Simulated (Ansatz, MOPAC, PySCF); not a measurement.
## Band gap of antifluorite Mg2Si: levels of theory against measurement

Reference value: 0.77 eV (measured, temperature not stated, no zero-point or thermal correction, indirect, Γ–X; as tabulated in Ryu et al. (2019), arXiv:1905.06140).

```
level (code)                                  value (eV)  cell (Å³/atom)  difference (eV)
---------------------------------------  ---------------  --------------  ---------------
PM7 semi-empirical Hartree-Fock (MOPAC)             6.75           18.56            +5.98
LDA (Ansatz)                             0.16 (indirect)           21.31            -0.61
PBE (Ansatz)                             0.21 (indirect)           21.31            -0.56
PBE-D3(BJ) (Ansatz)                      0.17 (indirect)           20.57            -0.60
HSE06 (Ansatz)                           0.57 (indirect)           21.31            -0.20
Hartree–Fock (Ansatz)                    4.87 (indirect)           21.31            +4.10
G0W0@Hartree–Fock (PySCF)                    1.55 ± 0.06           21.31            +0.78
```

Leaving aside PM7 semi-empirical Hartree-Fock (MOPAC) (doubt noted below): Closest of the ranked levels: HSE06 (-0.20 eV). Farthest off among them: Hartree–Fock (+4.10 eV).

Density-functional gaps are differences of (generalised) Kohn–Sham levels of a static lattice; semilocal ones lie below quasiparticle gaps as a rule. Measured gaps hold zero-point and thermal shifts unless a correction is named.  A ± on a computed value is a rough bar: the spread of its extrapolation, a floor set from checks against published values, or a statistical error. PM7 semi-empirical Hartree-Fock (MOPAC): the gap is read on the k mesh or supercell of the run alone and can be too large. PM7 semi-empirical Hartree-Fock (MOPAC): the method was fitted mainly to molecules. PM7 semi-empirical Hartree-Fock (MOPAC): gaps of these semi-empirical methods are Hartree–Fock-like level differences, and their formation enthalpies are fitted 298 K values. Values are at the measured cell; PM7 semi-empirical Hartree-Fock (MOPAC) at the level's own equilibrium cell; PBE-D3(BJ) at the level's own relaxed cell. Cutoffs and k meshes differ between the levels. Ansatz's density-functional and Hartree–Fock values are scalar-relativistic unless marked +SOC, with PAW data made under PBE.

Differences are worked out from the printed values.

Ansatz is an electronic-structure program.
